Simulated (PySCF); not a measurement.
C2H6OS, SMILES O=S(C)C. Atoms are numbered in the order given.

```xyz
10

C     -0.1853    -0.8117    -1.3666
S      0.4521     0.2373     0.0000
C     -0.1853    -0.8117     1.3666
O     -0.3951     1.4856     0.0000
H      0.0485    -0.2751    -2.2960
H      0.3033    -1.7973    -1.3612
H     -1.2756    -0.8981    -1.2515
H     -1.2756    -0.8981     1.2515
H      0.0485    -0.2751     2.2960
H      0.3033    -1.7973     1.3612
```
Charge 0, spin multiplicity 1.

The structure is a stationary point at B3LYP-D3(BJ)/def2-SVP.

Calculation: PBE/def2-TZVP (PySCF).

Gas-phase values at a fixed geometry.

- total energy = -552.92853 hartree
- point group = Cs
- highest occupied level = -5.33 eV
- lowest empty level = -0.16 eV
- orbital gap = 5.17 eV
- dipole moment = 3.73 D
- quadrupole, principal values (traceless, Buckingham form, about the centre of nuclear charge) = -5.95, 0.25, 5.70 D·Å
- mean static polarisability = 51.5 bohr³ (7.63 Å³)
- polarisability, principal values = 42.5, 54.7, 57.1 bohr³
